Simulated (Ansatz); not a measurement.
# Low-lying states of C3H4

Program: Ansatz, Gaussian basis, development build. State-averaged CASSCF with equal weights; occupations are averaged over the states; levels count from the state that is lowest in CASSCF. CASSCF levels without dynamic correlation can be off by over 1 eV. No symmetry is imposed, so a solution can break that of the shape. No proof that the lowest CASSCF solution was found.

Geometry:

| atom | x (Å) | y (Å) | z (Å) |
| --- | --- | --- | --- |
| C | 0.0000 | 0.0000 | 0.8583 |
| C | 0.0000 | -0.6505 | -0.4988 |
| C | 0.0000 | 0.6505 | -0.4988 |
| H | 0.9124 | 0.0000 | 1.4564 |
| H | -0.9124 | 0.0000 | 1.4564 |
| H | 0.0000 | -1.5841 | -1.0385 |
| H | 0.0000 | 1.5841 | -1.0385 |

Basis cc-pVDZ, nonrelativistic, 3 orbitals frozen in the corrections; active space CAS(4,4). Averaged: 1 singlet, 1 triplet.

Give the levels in order, with their spins.



| state | CASSCF (eV) |
| --- | --- |
| singlet | 0.000 |
| triplet | 4.261 |

Occupations: 1.97, 1.46, 0.54, 0.03.
